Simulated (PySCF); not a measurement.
# C4H5N: the cost of one run

Computed with PySCF 2.14.0 and routines of our own; the level stands in each step. Atoms count from 0.

## 1. The system as given

10 atoms, charge 0, multiplicity 1; geometry from: GFN2-xTB.

## 2. Optimising the geometry at PBE0-D3(BJ)/def2-SVP

What the job is given:

```
{"job": {"xc": "PBE0", "basis": "def2-SVP", "d3": "d3bj", "grid": 1, "kind": "geom"}, "charge": 0, "multiplicity": 1}
C      0.399217     1.116586    -0.037311
C     -0.947809     0.706229    -0.091159
C     -0.956873    -0.659128    -0.021658
N      0.329306    -1.086657     0.071786
C      1.162190    -0.013367     0.063129
H      0.758526     2.125844    -0.069217
H     -1.805229     1.344552    -0.171723
H     -1.776336    -1.350776    -0.030939
H      0.619858    -2.047739     0.136077
H      2.226031    -0.130892     0.128486
```

Run with:

```sh
> OMP_NUM_THREADS=1 python excited_run.py task.json out
```

One launch serves the whole session: the jobs run in the order shown.

**Question.** How long does this first job take on 1 thread of Intel Xeon 6975P-C, shared host, and how much memory does it need?

About 9.8 s, with a peak of 0.43 GiB.
